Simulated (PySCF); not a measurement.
Predicted microwave data (PBE0-D3(BJ)/def2-SVP geometry optimisation, gas phase in PySCF) for one isomer of C4H9F:

```
Rotational constants : A = 12557, B = 2356, C = 2175 MHz
Dipole components    : |μa| = 0.81 D, |μb| = 1.39 D, |μc| = 0.40 D
Inertial defect      : -22.38 u·Å²
κ                    : -0.97
```

Question: Which structure is it? (One computed conformer of each.)
A. `FC(C)(C)C`
B. `[CH3:1][CH2:2][CH2:3][CH2:4][F:5]` with C1–C2–C3–C4 177°, C2–C3–C4–F5 -62°
C. `[CH3:1][CH2:2][C@H:3]([CH3:4])[F:5]` with C1–C2–C3–C4 177° (2-fluorobutane)
D. `[CH3:1][CH:2]([CH3:3])[CH2:4][F:5]` with C1–C2–C4–F5 -63°

Answer: B. It is CCCCF, a near-prolate asymmetric top, point group C1. The candidates at the same level (rigid rotor, commonest isotopes):

```
     SMILES  A (MHz)  B (MHz)  C (MHz)  μa (D)  μb (D)  μc (D)  Δ (u·Å²)  point group                        rotor
      CCCCF    12557     2356     2175    0.81    1.39    0.40    -22.38           C1  near-prolate asymmetric top
    CC(C)CF     6300     4013     3199    0.98    0.00    1.32    -48.19           Cs               asymmetric top
CC[C@H](C)F     8283     3493     2707    0.02    1.65    0.44    -18.96           C1               asymmetric top
  CC(C)(C)F     4749     4748     4538    0.00    0.00    1.78   -101.49          C3v         oblate symmetric top
```

`CC(C)(C)F` has C 109 % too high; `CC(C)CF` has B 70 % too high; `CC[C@H](C)F` has B 48 % too high. No structure here is proved a minimum.
